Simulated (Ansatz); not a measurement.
Born–Oppenheimer molecular dynamics of CH4AlF (7 atoms, charge 0, multiplicity 1). It starts from a relaxed structure.

Theory: RKS PBE-D4/def2-SVP in Ansatz 0.2.0.

```json
{"ensemble": "NVT, Langevin thermostat", "time step": "0.5 fs", "steps asked": "250", "set temperature": "2000 K", "friction": "0.005 /fs", "seed": "16399"}
```

Frames 2.5 fs apart, positions in Å, forces in eV/Å.

Velocities at 0 fs (Å/ps):

```
Al 4.90 7.41 4.45
C -2.82 16.38 -9.23
H -60.58 -41.29 -14.62
H -42.57 -66.25 41.12
H 19.56 -5.71 -54.10
F 0.85 -15.63 0.24
H -30.02 14.49 13.91
```

```xyz
7
Properties=species:S:1:pos:R:3:forces:R:3 time_fs=0 energy_less_start_eV=0.000 T=1714
Al -0.040 -0.005 0.015 0.00 0.00 0.00
C 0.003 -0.012 1.966 0.00 0.00 0.00
H -0.968 -0.316 2.409 0.00 0.00 0.00
H 0.794 -0.686 2.356 0.00 0.00 0.00
H 0.235 1.006 2.347 0.00 0.00 0.00
F 1.427 -0.011 -0.814 0.00 0.00 0.00
H -1.339 0.024 -0.911 0.00 0.00 0.00
7
Properties=species:S:1:pos:R:3:forces:R:3 time_fs=2.5 energy_less_start_eV=0.541 T=1170
Al -0.026 0.013 0.024 -0.73 -0.35 -0.76
C -0.010 0.022 1.945 -1.32 -4.65 1.53
H -1.092 -0.393 2.356 2.10 1.62 -0.83
H 0.680 -0.832 2.474 -0.92 2.08 -1.25
H 0.277 1.015 2.219 0.13 1.20 1.08
F 1.430 -0.051 -0.812 0.09 0.06 -0.11
H -1.410 0.047 -0.893 0.65 0.04 0.34
7
Properties=species:S:1:pos:R:3:forces:R:3 time_fs=5 energy_less_start_eV=0.682 T=1203
Al -0.011 0.031 0.035 -0.89 -0.59 -1.22
C -0.034 0.041 1.931 -0.44 -3.34 1.88
H -1.090 -0.378 2.258 1.11 1.89 -0.40
H 0.517 -0.868 2.528 -0.16 2.28 -1.42
H 0.334 1.075 2.151 -0.55 -0.43 0.94
F 1.432 -0.090 -0.813 0.15 0.11 -0.15
H -1.422 0.068 -0.869 0.79 0.09 0.37
7
Properties=species:S:1:pos:R:3:forces:R:3 time_fs=7.5 energy_less_start_eV=0.703 T=1176
Al -0.001 0.050 0.042 -0.32 -0.75 -1.16
C -0.055 0.046 1.928 2.47 1.22 -0.18
H -1.034 -0.253 2.138 -3.02 0.94 0.59
H 0.334 -0.792 2.514 1.60 0.01 0.13
H 0.387 1.119 2.136 -1.18 -1.74 0.62
F 1.438 -0.128 -0.814 -0.02 0.16 -0.07
H -1.397 0.088 -0.807 0.45 0.15 0.07
7
Properties=species:S:1:pos:R:3:forces:R:3 time_fs=10 energy_less_start_eV=0.506 T=1278
Al 0.005 0.070 0.043 0.53 -0.87 -0.89
C -0.067 0.059 1.924 0.47 2.10 -1.22
H -1.122 -0.053 2.049 -1.77 0.96 0.40
H 0.230 -0.739 2.513 1.83 -1.95 1.49
H 0.403 1.060 2.165 -0.68 -0.64 0.61
F 1.445 -0.161 -0.815 -0.18 0.20 0.01
H -1.348 0.124 -0.752 -0.20 0.20 -0.38
7
Properties=species:S:1:pos:R:3:forces:R:3 time_fs=12.5 energy_less_start_eV=0.479 T=1203
Al 0.010 0.087 0.045 1.16 -0.91 -0.84
C -0.074 0.074 1.913 -3.22 -1.98 0.52
H -1.282 0.194 1.975 2.35 -0.08 0.36
H 0.229 -0.781 2.581 -0.11 0.43 -0.54
H 0.392 0.954 2.239 0.84 2.07 1.16
F 1.445 -0.185 -0.818 -0.26 0.21 0.07
H -1.310 0.156 -0.720 -0.75 0.24 -0.74
7
Properties=species:S:1:pos:R:3:forces:R:3 time_fs=15 energy_less_start_eV=0.724 T=1018
Al 0.013 0.099 0.043 1.33 -0.87 -0.98
C -0.092 0.079 1.902 -1.87 -0.30 2.43
H -1.295 0.448 1.915 2.59 -1.31 0.66
H 0.231 -0.821 2.637 -1.17 1.60 -1.63
H 0.429 0.942 2.348 0.21 0.39 0.10
F 1.443 -0.212 -0.822 -0.33 0.22 0.14
H -1.294 0.199 -0.737 -0.77 0.26 -0.73
7
Properties=species:S:1:pos:R:3:forces:R:3 time_fs=17.5 energy_less_start_eV=0.602 T=1298
Al 0.019 0.112 0.035 0.79 -0.78 -0.88
C -0.129 0.083 1.913 0.62 2.41 2.27
H -1.163 0.636 1.897 0.76 -1.57 0.88
H 0.145 -0.780 2.627 -1.17 0.74 -0.95
H 0.482 0.957 2.444 -0.57 -1.23 -1.12
F 1.437 -0.237 -0.825 -0.22 0.19 0.11
H -1.303 0.253 -0.797 -0.21 0.23 -0.31
7
Properties=species:S:1:pos:R:3:forces:R:3 time_fs=20 energy_less_start_eV=0.691 T=1259
Al 0.027 0.127 0.025 -0.13 -0.71 -0.47
C -0.164 0.099 1.939 3.39 2.88 -0.75
H -0.990 0.736 1.930 -3.03 0.49 0.80
H -0.010 -0.703 2.589 -0.63 -2.13 1.28
H 0.512 0.885 2.472 -0.04 -0.81 -0.96
F 1.425 -0.258 -0.826 0.10 0.12 -0.03
H -1.315 0.308 -0.870 0.34 0.17 0.12
7
Properties=species:S:1:pos:R:3:forces:R:3 time_fs=22.5 energy_less_start_eV=0.428 T=1755
Al 0.033 0.143 0.007 -1.01 -0.56 0.23
C -0.180 0.128 1.966 1.07 1.32 -1.85
H -0.970 0.853 2.012 -1.84 0.14 0.49
H -0.218 -0.726 2.591 -0.73 -1.56 0.74
H 0.552 0.747 2.457 1.50 0.55 0.32
F 1.411 -0.276 -0.827 0.52 0.00 -0.19
H -1.295 0.378 -0.931 0.50 0.11 0.26
7
Properties=species:S:1:pos:R:3:forces:R:3 time_fs=25 energy_less_start_eV=0.378 T=1770
Al 0.035 0.160 -0.011 -1.32 -0.34 0.82
C -0.183 0.166 1.988 -2.59 0.00 0.10
H -1.046 0.992 2.136 1.29 -1.65 -0.15
H -0.479 -0.801 2.621 0.50 1.70 -1.38
H 0.666 0.634 2.454 1.11 0.29 0.65
F 1.401 -0.297 -0.830 0.74 -0.10 -0.20
H -1.226 0.459 -0.984 0.27 0.09 0.17
7
Properties=species:S:1:pos:R:3:forces:R:3 time_fs=27.5 energy_less_start_eV=0.596 T=1711
Al 0.032 0.171 -0.025 -1.05 -0.09 1.45
C -0.197 0.211 2.007 -1.20 -0.02 1.22
H -1.051 1.039 2.248 1.90 -1.34 -0.47
H -0.702 -0.773 2.577 1.56 2.07 -1.47
H 0.833 0.521 2.496 -1.80 -0.57 -0.41
F 1.393 -0.318 -0.830 0.81 -0.21 -0.16
H -1.141 0.558 -1.002 -0.22 0.15 -0.17
```

Of the whole run (125 fs, mean temperature of the second half 1259 K): The mean temperature of the second half is 37 % below the set value. A run of 0.12 ps of so small a system gives no equilibrium averages.

Time of the run: 2.1 min on 1 thread of AMD EPYC 9R45 96-Core Processor (Zen 5) (shared host), peak memory 0.13 GiB.
